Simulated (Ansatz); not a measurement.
System: C₂H₃, charge 0, doublet. C2H3 (SMILES C=[CH], doublet).
B3LYP-D3(BJ)/def2-TZVP minimum from Ansatz (an electronic-structure program):
```xyz
5

C      0.0510    -0.5838    -0.0118
C      0.0446     0.7173     0.0179
H     -0.8735    -1.1638    -0.0541
H      0.9720    -1.1602     0.0038
H     -0.6722     1.5232     0.0139
```
Charge 0, spin multiplicity 2.

Total energies in cc-pVTZ, 11 correlated electrons, 2 frozen orbitals. UHF or UKS for unpaired electrons; spin-orbit terms are left out. Correlated methods leave the cores frozen. No relativity. The UHF reference of C2H3 ([CH]=C, doublet) is spin-contaminated (<S^2> up to 0.19 over the pure value in the sets run).

| method | program | energy (Eh) | minus CCSDT(Q) (mEh) |
|---|---|---|---|
| HF | Ansatz | -77.41972 | 334.14 |
| MP2 | Ansatz | -77.70509 | 48.78 |
| CCSD | Ansatz | -77.73839 | 15.47 |
| CCSD(T) | Ansatz | -77.75200 | 1.87 |
| CCSDT(Q) | Ansatz | -77.75387 | 0.00 |

Rough core times of Ansatz's runs on a shared machine: CCSD(T) under 20 s, CCSDT(Q) 10 min.
